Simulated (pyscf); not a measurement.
PySCF, gas phase, ωB97X-D3(BJ)/def2-SVP geometries.

For H₃Si–PH–SiH₃ (SMILES [SiH3]P[SiH3]) + H• (SMILES [H]) → •H₂Si–PH–SiH₃ (SMILES [SiH2]P[SiH3]) + H₂ (SMILES [H][H]), a hydrogen abstraction (doublet surface; H–Si broken, H–H formed), PBE/def2-TZVP gives ΔE‡ = -0.5 kcal/mol and ΔE = -17.5 kcal/mol (zero: the separated reactants). In which direction and how far do r²SCAN/def2-TZVP, B3LYP-D3(BJ)/def2-TZVP, ωB97M-D3(BJ)/def2-TZVP move these?

r²SCAN: ΔE‡ = -1.7 kcal/mol, ΔE = -18.6 kcal/mol; B3LYP-D3(BJ): ΔE‡ = -0.6 kcal/mol, ΔE = -18.5 kcal/mol; ωB97M-D3(BJ): ΔE‡ = 3.9 kcal/mol, ΔE = -14.2 kcal/mol. PBE's barrier lies among them. Its reaction energy lies among theirs. At PBE, r²SCAN, B3LYP-D3(BJ) this geometry lies under the reactants; that is no barrier but a single point on another level's saddle; such a level's own saddle, if it has one, lies nearer that side and is low. •H₂Si–PH–SiH₃ lies 8.3 kcal/mol over its isomer H₃Si–P•–SiH₃ (electronic energy, ωB97M-D3(BJ)/def2-TZVP). One saddle was located; it need not be the lowest between these sides. The angle at the transferred H is 179°.
